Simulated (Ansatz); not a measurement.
# One shape, several levels: H2O2 (hydrogen peroxide)

We compute a comparison of 6 runs (HF/STO-3G, UHF/STO-3G, BHLYP/STO-3G, SVWN5/STO-3G, UPBE0/STO-3G, BCCD(T)/STO-3G) of H2O2 (hydrogen peroxide). 

Program for the calculation: Ansatz 0.2.0.

36 further runs of the same task are left out: 9 that didn't finish, 27 set aside as unsound or not needed.

## Step 1: The system as given

H2O2: 4 atoms, total charge 0, spin state singlet. SMILES: `OO`. The O2–O1 distance was set to 2.138 Å, away from the relaxed value. At this shape a bond of the SMILES string is far longer than usual.

Bond lengths: O1–H3 0.965 Å, O2–H4 0.965 Å. A long bond or contact: O1–O2 2.138 Å.

## Step 2: A single-point energy at HF/STO-3G (run 1)

The input, in.yaml:

```yaml
crystal:
  periodic: [false, false, false]
  atoms:
    - symbol: O
      position_ang: [-0.754338, -1.235822, -0.057546]
    - symbol: O
      position_ang: [0.048300, 0.728400, 0.206900]
    - symbol: H
      position_ang: [-0.081138, -1.771722, 0.379254]
    - symbol: H
      position_ang: [0.252100, 0.969800, -0.704900]
basis:
  gaussian: {orbitals: STO-3G}
magnetization: {spin_polarized: false}
hamiltonian: {xc: hf}
accuracy: high
```

On the command line:

```bash
$ ansatz run in.yaml --threads 1 --pin off --max-ram 2610MiB --events-out events.jsonl --progress --plain --runs-dir runs
```

Standard output:

```text
Warning: RAYON_NUM_THREADS=1 ignored (pool sized by the plan → 1); use --threads N
Functional definition: HF
  name "HF"
  exchange = exact_x
  correlation = 0
182 factors; integrals over basis functions are off by at most 3.9e-8 eV
mean field evaluation 1: about -4041.0606 eV, gradient 1.3e1 eV
mean field evaluation 2: about -4041.0976 eV, gradient 1.3e1 eV
mean field evaluation 4: about -4041.8375 eV, gradient 3.6e-1 eV
mean field evaluation 8: about -4041.8387 eV, gradient 7.6e-7 eV
mean field -4041.83874023 eV, -148.5348340469 hartree, gradient 4.7e-8 eV, S^2 0.000000; 0 other end points of the search recorded, 0 dependent functions left out
reference -4041.83874023 eV, -148.5348340469 hartree; 9, 9 occupied and 3, 3 virtual orbitals, 182 factors
Total energy: -4041.83874023 eV, -148.5348340469 hartree
```

It took 0.04 s on 1 thread of Arm Neoverse V2, shared host.

## Step 3: A single-point energy at UHF/STO-3G (run 2)

The input, run.yaml:

```yaml
basis:
  gaussian: {orbitals: STO-3G}
crystal:
  periodic: [false, false, false]
  atoms:
    - symbol: O
      position_ang: [-0.754338, -1.235822, -0.057546]
    - symbol: O
      position_ang: [0.048300, 0.728400, 0.206900]
    - symbol: H
      position_ang: [-0.081138, -1.771722, 0.379254]
    - symbol: H
      position_ang: [0.252100, 0.969800, -0.704900]
magnetization: {spin_polarized: true, initial_magnetization: 0}
accuracy: high
hamiltonian: {xc: hf}
```

On the command line:

```bash
$ ansatz run run.yaml --threads 1 --pin off --max-ram 2610MiB --events-out events.jsonl --progress --plain --runs-dir runs
```

Standard output, cut to the lines that bear on the results:

```text
Warning: RAYON_NUM_THREADS=1 ignored (pool sized by the plan → 1); use --threads N
[... 2 set-up lines as earlier in the session ...]
[...]
182 factors; integrals over basis functions are off by at most 3.9e-8 eV
[...]
mean field -4047.06812002 eV, -148.7270102096 hartree, gradient 1.4e-8 eV, S^2 0.965327; 7 other end points of the search recorded, 0 dependent functions left out
reference -4047.06812002 eV, -148.7270102096 hartree; 9, 9 occupied and 3, 3 virtual orbitals, 182 factors
Total energy: -4047.06812002 eV, -148.7270102096 hartree
```

Wall time 0.1 s (1 thread of Arm Neoverse V2, shared host).

Runs 3 to 5 aren't shown in full; the table further down has their settings and results.

## Step 4: A single-point energy at BCCD(T)/STO-3G (run 6)

The input, molecule.yaml:

```yaml
crystal:
  periodic: [false, false, false]
  atoms:
    - {symbol: O, position_ang: [-0.754338, -1.235822, -0.057546]}
    - {symbol: O, position_ang: [0.048300, 0.728400, 0.206900]}
    - {symbol: H, position_ang: [-0.081138, -1.771722, 0.379254]}
    - {symbol: H, position_ang: [0.252100, 0.969800, -0.704900]}
basis:
  gaussian: {orbitals: STO-3G}
correlation: {method: bccd_t, frozen_orbitals: {H: 0, O: 1}}
accuracy: high
scf: {omitted_lower_state_checks: [cluster_reference, increment]}
```

On the command line:

```bash
$ ansatz run molecule.yaml --threads 1 --pin off --max-ram 2610MiB --events-out events.jsonl --progress --plain --runs-dir runs
```

Standard output:

```text
Warning: RAYON_NUM_THREADS=1 ignored (pool sized by the plan → 1); use --threads N
[... 11 lines left out ...]
2 core orbitals not correlated: weight in the atoms' cores, before any rotation towards them, 1.000 or more for the frozen orbitals, at most 0.000 for the correlated occupied ones
[... 50 lines left out ...]
WARN: these amplitudes may be one of several solutions (largest doubles amplitude 0.63, level shift 13.47 eV)
Total energy: -4048.74905260 eV, -148.7887833423 hartree
Checks for a lower state left out: cluster_reference, increment
```

Wall time 0.12 s (1 thread of Arm Neoverse V2, shared host).

## Step 5: All runs side by side

| run | level | frozen core orbitals | energy (Eh) | wall time |
| --- | --- | --- | --- | --- |
| 1 | HF/STO-3G | – | -148.534834 | 0.04 s |
| 2 | UHF/STO-3G | – | -148.727010 | 0.1 s |
| 3 | BHLYP/STO-3G | – | -149.216091 | 0.5 s |
| 4 | SVWN5/STO-3G | – | -148.191092 | 0.34 s |
| 5 | UPBE0/STO-3G | – | -149.203596 | 2.6 s |
| 6 | BCCD(T)/STO-3G | 2 | -148.788783 | 0.12 s |

## Step 6: Summary of results

```
                                          quantity          value
                               run 6: total energy  -148.78878 Eh
run 6: correlation energy (2 core orbitals frozen)     -253.9 mEh
                             run 6: (T) correction      -0.35 mEh
```

**Reading.** Totals of different functionals can't be ranked against each other. In run 6 the log says that unrestricted orbitals would lower the reference, so the values rest on an unstable closed-shell determinant (other closed-shell runs at this shape may share the fault). In runs 1, 2, 3, 4, 5, 6 the basis is minimal, so the values are rough. Spin contamination of the reference: run 2 ⟨S²⟩ = 0.97, run 5 ⟨S²⟩ = 0.83. Where it is this large, the reference is a mixture of spin states, and values that rest on it are in doubt. All runs together took 3.7 s, the longest 2.6 s.
